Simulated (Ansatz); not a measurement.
H2Sn: r2SCAN-D4/def2-TZVP single points in Ansatz on relaxed structures, gas phase. Binding counts from free atoms in the multiplicity of their measured ground term, without zero-point energy. The structures are stationary points that may keep the symmetry of their start. Remarks come from the PBE and PBE0 runs and from stability tests at other levels; not every state was tested. HOMO above LUMO (over both spins in singlets and doublets, within one spin in higher multiplets; at PBE or PBE0), or a gap under 0.15 eV within one spin, warns that the state may not be the lowest or that an electron is smeared out.

| species | atoms | state | geometry | HOMO (eV) | LUMO (eV) | gap (eV) | vertical IE (eV) | vertical triplet (eV) | binding per atom (eV) | point group (within 0.1 Å) | remarks |
| --- | --- | --- | --- | --- | --- | --- | --- | --- | --- | --- | --- |
| H2S2 | 4 | singlet | PBE0-D4/def2-TZVP | -6.55 | -1.68 | 4.87 | 9.87 | 4.09 | 2.63 | C2 | gap within one spin near zero at PBE or PBE0 (+1 doublet), gap within one spin near zero at PBE or PBE0 (triplet) |
| H2S3 | 5 | singlet | r2SCAN-D4/def2-TZVP | -6.54 | -2.13 | 4.41 | 9.48 | 3.80 | 2.69 | C2 | gap within one spin near zero at PBE or PBE0 (+1 doublet), gap within one spin near zero at PBE or PBE0 (triplet) |
| H2S4 | 6 | singlet | PBE0-D4/def2-SVP | -6.40 | -2.24 | 4.15 | 9.03 | 3.63 | 2.73 | – | – |
| H2S5 | 7 | singlet | PBE-D4/def2-SVP | -6.40 | -2.56 | 3.84 | 8.86 | 3.42 | 2.75 | – | gap within one spin near zero at PBE or PBE0 (+1 doublet), gap within one spin near zero at PBE or PBE0 (triplet) |

The gap (eV) runs from 3.84 (H2S5) to 4.87 (H2S2). It falls with size. The vertical IE (eV) runs from 8.86 (H2S5) to 9.87 (H2S2). It falls with size. The vertical triplet (eV) runs from 3.42 (H2S5) to 4.09 (H2S2). It falls with size. The binding per atom (eV) runs from 2.63 (H2S2) to 2.75 (H2S5). It rises with size.
